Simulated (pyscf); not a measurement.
Structures and frequencies: ωB97X-D3(BJ)/def2-SVP in PySCF.

Task: How much does it cost (ΔH, 298 K, ωB97M-D3(BJ)/def2-TZVP) to split HO–Hf(F)(F)–Cl at its Cl–Hf bond into [HO–Hf(F)–F]• + Cl•?

Result: Cl–Hf to [HO–Hf(F)–F]• + Cl•: 121.3 kcal/mol. The 7 functionals that were run give +117.9 (M06-2X) to +128.3 kcal/mol (ωB97X-D3(BJ)). The radicals are drawn with the spin at the cut bond; how far it spreads was not checked. Other isomers of [HO–Hf(F)–F]• were not searched in full and may lie lower. Left out: the spin-orbit lowering of Cl. Open-shell species with a d-block atom are single-reference here; other states, and whether the spin sits on metal or ligand, were not checked. Elements past Kr carry the def2 core potentials, without spin-orbit coupling.
